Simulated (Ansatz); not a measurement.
# Nudged elastic band run: AlH6PS

input.yaml

```yaml
crystal:
  periodic: [false, false, false]
  atoms:
    - { symbol: Al, position_ang: [-0.942599, 0.595774, -0.734492] }
    - { symbol: S, position_ang: [0.809432, 1.879929, -1.280564] }
    - { symbol: H, position_ang: [-1.337752, -0.580014, -1.728104] }
    - { symbol: H, position_ang: [-1.995797, 1.299773, 0.222585] }
    - { symbol: H, position_ang: [0.891217, -0.063114, 2.117257] }
    - { symbol: P, position_ang: [0.26814, -0.819721, 1.092721] }
    - { symbol: H, position_ang: [1.259148, 1.066342, -2.264523] }
    - { symbol: H, position_ang: [-0.348457, -1.810805, 1.904588] }
    - { symbol: H, position_ang: [1.396566, -1.568165, 0.670632] }
basis:
  gaussian: { orbitals: def2-SVP }
hamiltonian:
  xc: b3lyp
neb:
  order_check: false
  images: 5
  f_tol: 0.2
  max_iterations: 60
  final_atoms:
    - { symbol: Al, position_ang: [-1.17320675, -0.01940126, -0.38398624] }
    - { symbol: S, position_ang: [0.83365642, 1.68782913, -0.61673738] }
    - { symbol: H, position_ang: [-1.31956746, -0.23665016, -1.95402492] }
    - { symbol: H, position_ang: [-2.11367786, 1.00908709, 0.38470657] }
    - { symbol: H, position_ang: [1.26720305, 1.70299271, 0.6662353] }
    - { symbol: P, position_ang: [-0.37455896, -1.86456676, 0.86993399] }
    - { symbol: H, position_ang: [1.80717908, 0.83325611, -1.01164303] }
    - { symbol: H, position_ang: [0.22849499, -1.08615155, 1.90954337] }
    - { symbol: H, position_ang: [0.84437549, -2.0263963, 0.13607236] }
  initial_path:
    images:
      - { positions_ang: [[-0.942599, 0.595774, -0.734492], [0.809432, 1.879929, -1.280564], [-1.337752, -0.580014, -1.728104], [-1.995797, 1.299773, 0.222585], [0.891217, -0.063114, 2.117257], [0.26814, -0.819721, 1.092721], [1.259148, 1.066342, -2.264523], [-0.348457, -1.810805, 1.904588], [1.396566, -1.568165, 0.670632]] }
      - { positions_ang: [[-1.01673977, 0.54170813, -0.65719674], [0.9195533, 1.82510125, -1.02131152], [-1.29203898, -0.51919777, -1.75234], [-2.13262895, 1.26252881, 0.14693301], [0.79355916, 0.0468794, 1.55045974], [0.15578253, -0.93424006, 1.17057397], [1.32941967, 1.00947297, -2.01062759], [0.10729511, -1.53305584, 1.98779141], [1.13569594, -1.69919789, 0.58581774]] }
      - { positions_ang: [[-1.09088054, 0.48764226, -0.57990148], [1.02967459, 1.77027351, -0.76205905], [-1.24632596, -0.45838154, -1.776576], [-2.2694609, 1.22528462, 0.07128101], [0.69590133, 0.1568728, 0.98366247], [0.04342506, -1.04875912, 1.24842694], [1.39969134, 0.95260394, -1.75673219], [0.56304721, -1.25530667, 2.07099481], [0.87482588, -1.83023079, 0.50100348]] }
      - { positions_ang: [[-1.16502131, 0.43357638, -0.50260622], [1.13979589, 1.71544576, -0.50280657], [-1.20061295, -0.39756531, -1.80081201], [-2.40629285, 1.18804043, -0.00437098], [0.59824349, 0.2668662, 0.41686521], [-0.06893242, -1.16327818, 1.32627991], [1.46996301, 0.8957349, -1.50283678], [1.01879932, -0.97755751, 2.15419822], [0.61395581, -1.96126368, 0.41618922]] }
      - { positions_ang: [[-1.16774979, 0.28258384, -0.46306623], [1.0377494, 1.70624022, -0.54078351], [-1.24026445, -0.34392693, -1.85188298], [-2.30875452, 1.12838932, 0.12532154], [0.82123001, 0.74557504, 0.49998857], [-0.17080793, -1.39704104, 1.1741646], [1.58236837, 0.87490864, -1.33910553], [0.75536454, -1.01375552, 2.0726466], [0.69076237, -1.98297455, 0.32281693]] }
      - { positions_ang: [[-1.17047827, 0.13159129, -0.42352623], [0.93570291, 1.69703467, -0.57876044], [-1.27991595, -0.29028854, -1.90295395], [-2.21121619, 1.0687382, 0.25501405], [1.04421653, 1.22428387, 0.58311193], [-0.27268344, -1.6308039, 1.02204929], [1.69477372, 0.85408237, -1.17537428], [0.49192976, -1.04995353, 1.99109498], [0.76756893, -2.00468543, 0.22944464]] }
      - { positions_ang: [[-1.17320675, -0.01940126, -0.38398624], [0.83365642, 1.68782913, -0.61673738], [-1.31956746, -0.23665016, -1.95402492], [-2.11367786, 1.00908709, 0.38470657], [1.26720305, 1.70299271, 0.6662353], [-0.37455896, -1.86456676, 0.86993399], [1.80717908, 0.83325611, -1.01164303], [0.22849499, -1.08615155, 1.90954337], [0.84437549, -2.0263963, 0.13607236]] }
```

Launched with:

```bash
$ ansatz run input.yaml --threads 2 --pin off --max-ram 3072MiB --backend cpu --events-out ev --progress --plain --runs-dir out
```

Output, in part (warnings, iteration lines, the closing report on the highest movable image, with atoms numbered from 0):

```
NEB end point (image 0): max|allowed force component| = 7.457e-3 eV/Å (the criterion of neb.relax_end_points is 4.000e-2)
NEB end point (image 6): max|allowed force component| = 8.441e-3 eV/Å (the criterion of neb.relax_end_points is 4.000e-2)
NEB iter   1: max|band force component| = 2.319e1 eV/Å  barrier→ = 5.4030 eV  barrier← = 4.6609 eV  Δτ_max = 0.2000 Å  (155 SCF iters)
NEB iter   2: max|band force component| = 8.472e0 eV/Å  barrier→ = 1.6221 eV  barrier← = 0.8799 eV  Δτ_max = 0.2000 Å  (130 SCF iters)
NEB iter   3: max|band force component| = 3.944e0 eV/Å  barrier→ = 1.1750 eV  barrier← = 0.4329 eV  Δτ_max = 0.2000 Å  (127 SCF iters)
NEB iter   4: max|band force component| = 1.611e0 eV/Å  barrier→ = 1.1379 eV  barrier← = 0.3958 eV  Δτ_max = 0.1457 Å  (124 SCF iters)
NEB iter   5: max|band force component| = 4.333e-1 eV/Å  barrier→ = 1.0785 eV  barrier← = 0.3364 eV  CI = image 4  Δτ_max = 0.2000 Å  (117 SCF iters)
NEB iter   6: max|band force component| = 9.133e-1 eV/Å  barrier→ = 1.2885 eV  barrier← = 0.5464 eV  CI = image 4  Δτ_max = 0.1008 Å  (122 SCF iters)
NEB iter   7: max|band force component| = 5.940e-1 eV/Å  barrier→ = 1.3226 eV  barrier← = 0.5805 eV  CI = image 4  Δτ_max = 0.2000 Å  (112 SCF iters)
NEB iter   8: max|band force component| = 2.418e-1 eV/Å  barrier→ = 1.3708 eV  barrier← = 0.6287 eV  CI = image 4  Δτ_max = 0.1308 Å  (116 SCF iters)
NEB iter   9: max|band force component| = 2.444e-1 eV/Å  barrier→ = 1.3556 eV  barrier← = 0.6135 eV  CI = image 4  Δτ_max = 0.1969 Å  (110 SCF iters)
NEB iter  10: max|band force component| = 1.675e-1 eV/Å  barrier→ = 1.3455 eV  barrier← = 0.6034 eV  CI = image 4  Δτ_max = 0.0000 Å  (230 SCF iters)
Total energy: -26811.61851806 eV, -985.3088069708 hartree
Atom 0 at    -1.085351     0.372860    -0.472613 Å, force     0.052813    -0.073485    -0.049748 eV/Å
Atom 1 at     0.971032     1.654459    -0.417343 Å, force    -0.028415    -0.078193    -0.002842 eV/Å
Atom 2 at    -1.188304    -0.355294    -1.871409 Å, force    -0.037791     0.035885    -0.027903 eV/Å
Atom 3 at    -2.189347     1.190485     0.301858 Å, force     0.010539    -0.016283     0.039641 eV/Å
Atom 4 at     0.685406     0.202540     0.345859 Å, force     0.024900     0.075431    -0.030496 eV/Å
Atom 5 at    -0.168974    -1.369413     1.028160 Å, force     0.029297     0.069717     0.016982 eV/Å
Atom 6 at     1.504966     1.030128    -1.494680 Å, force     0.003188    -0.006779     0.029787 eV/Å
Atom 7 at     0.481347    -0.777628     2.148373 Å, force    -0.021006    -0.055494     0.015370 eV/Å
Atom 8 at     0.989123    -1.948137     0.431894 Å, force    -0.033525     0.049201     0.009208 eV/Å
Dipole moment:     0.344173    -0.017496    -0.071803 e Å
```

The forces met the threshold. The threshold of 0.2 eV/Å is loose, so the images may lie well off the minimum-energy path. The order of the stationary point at the top wasn't checked. The orbitals stay closed-shell, which can raise the energy where a bond breaks towards radicals; this wasn't checked here.

Final band (atoms are numbered from 1 in the order of the input):

```csv
image,path coordinate (Å),energy (kcal/mol),H5–P6 (Å),S2–H5 (Å)
0,0.00,0.0,1.42,3.92
1,1.14,0.7,1.42,3.74
2,2.28,2.5,1.41,3.25
3,3.42,11.4,1.43,2.65
4,4.55,31.0,1.91,1.66
5,5.82,18.2,3.23,1.36
6,7.08,17.1,3.93,1.35
```

The run took 34 s on 2 threads of AMD EPYC 9B45 (Zen 5), with other jobs on the host, peak memory 0.19 GiB.
